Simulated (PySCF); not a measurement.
# 3-chloropropionamide: 4 charge schemes on one density

Compound: 3-chloropropionamide, C₃H₆ClNO.
Cartesian coordinates in Å at the PBE0-D3(BJ)/def2-SVP level; atoms count from 1:
```
atom  x, y, z in Å
N1     2.0572   -0.3784    0.0864
C2     0.7349   -0.5906    0.3070
O3     0.3127   -1.5689    0.8890
C4    -0.1855    0.4992   -0.2173
C5    -1.6338    0.0796   -0.1100
Cl6   -2.7174    1.3869   -0.6672
H7     2.4002    0.4367   -0.3995
H8     2.7181   -1.0604    0.4348
H9     0.0688    0.7436   -1.2617
H10   -0.0188    1.4206    0.3662
H11   -1.8403   -0.8071   -0.7226
H12   -1.8961   -0.1612    0.9272
```

Density: PBE0/pcSseg-1 (PySCF); schemes: Mulliken, IAO, Hirshfeld and ESP-fitted. Geometry: PBE0-D3(BJ)/def2-SVP, one conformer, isolated molecule.

Problem. Give the atomic charges in each scheme.

Solution. In e; atoms taken as equivalent share a row and are averaged (×n: the atom named and its like, n in all):

```csv
atom,environment,Mulliken,IAO,Hirshfeld,ESP-fitted
N1,amide nitrogen,-0.410,-0.509,-0.172,-1.020
C2,amide carbonyl carbon,+0.411,+0.445,+0.180,+0.791
O3,amide oxygen,-0.428,-0.499,-0.286,-0.585
C4,sp3 carbon next to a carbonyl,-0.296,-0.317,-0.083,-0.093
C5,sp3 C–Cl carbon,-0.183,-0.225,-0.032,-0.219
Cl6,alkyl chlorine,-0.163,-0.120,-0.083,-0.168
H7/H8,amide N–H hydrogen,+0.202,+0.283,+0.143,+0.427
H9/H10,methylene hydrogen,+0.159,+0.158,+0.046,+0.067
H11/H12,methylene hydrogen,+0.174,+0.172,+0.049,+0.152
```

Mean size of the charges over all atoms: ESP-fitted 0.347 e, IAO 0.278 e, Mulliken 0.247 e, Hirshfeld 0.109 e. Each set sums to the total charge, 0, to within 0.001 e. The Mulliken scheme gives each basis function's population to the atom it is centred on and halves the overlap population of two atoms between them.

Some averages cover members that differ in this geometry: H7/H8, ESP-fitted +0.410 to +0.444 e.

Lowest charge. The schemes don't all agree: Mulliken O3 (-0.428); IAO N1 (-0.509); Hirshfeld O3 (-0.286); ESP-fitted N1 (-1.020).

Highest charge. All schemes agree: Mulliken C2 (+0.411); IAO C2 (+0.445); Hirshfeld C2 (+0.180); ESP-fitted C2 (+0.791).

Problem. How closely do the schemes follow one another over all atoms?

Solution. Correlation coefficient and root-mean-square difference: Mulliken with IAO 0.99, 0.053 e; IAO with Hirshfeld 0.96, 0.186 e; Mulliken with Hirshfeld 0.94, 0.149 e; IAO with ESP-fitted 0.93, 0.204 e; Mulliken with ESP-fitted 0.91, 0.242 e; Hirshfeld with ESP-fitted 0.91, 0.342 e.

Problem. Sum the charges by element, for elements with more than one atom.

Solution. 
```csv
element,atoms,Mulliken,IAO,Hirshfeld,ESP-fitted
C,3,-0.068,-0.097,+0.065,+0.480
H,6,+1.069,+1.226,+0.476,+1.293
```

Problem. How many electrons does the Hirshfeld scheme count on C4?

Solution. Z − q = 6 − (-0.083) = 6.083.
